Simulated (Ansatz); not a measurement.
Relaxation of H7NSi2 (10 atoms, charge 0, multiplicity 1), to a largest force component of 0.03 eV/Å in at most 50 steps.

These are results of Ansatz, RHF/def2-SVP, not measurements.

```xyz
10
Properties=species:S:1:pos:R:3
Si -0.049 -0.091 0.172
H -0.009 -0.149 1.621
H 1.393 0.027 0.313
Si -0.991 1.872 -0.740
H -2.480 1.827 -0.664
H -0.496 3.059 0.016
H -0.603 2.023 -2.174
N -0.711 -1.504 -0.564
H -0.465 -2.418 -0.232
H -0.950 -1.525 -1.537
```

Q: Where does it end, and by what steps?

A: The forces met the threshold. The force dipped under the threshold on the way, but the program's further checks kept it going. After 9 steps the energy has fallen by 0.446 eV; H2 moved furthest, 0.36 Å.

```
step  energy less start (eV)  largest force component (eV/Å)  accepted
   0                  0.0000                           1.442       yes
   1                 -0.4080                           0.315       yes
   2                 -0.3246                           0.770        no
   3                 -0.4397                           0.071       yes
   4                 -0.4407                           0.415       yes
   5                 -0.4428                           0.274       yes
   6                 -0.4453                           0.026       yes
   7                 -0.4456                           0.120       yes
   8                 -0.4457                           0.064       yes
   9                 -0.4459                           0.011       yes
```

```xyz
10
Properties=species:S:1:pos:R:3
Si -0.016 -0.089 0.228
H -0.365 -0.204 1.665
H 1.467 0.050 0.164
Si -0.983 1.862 -0.704
H -2.445 1.896 -0.453
H -0.370 3.080 -0.116
H -0.761 1.889 -2.174
N -0.657 -1.472 -0.592
H -0.532 -2.392 -0.215
H -0.700 -1.501 -1.592
```

Whether the end is a true minimum wasn't checked by a vibrational analysis.

Run time: 12 s on 1 thread of Arm Neoverse V2, on a shared host, peak memory 0.14 GiB.
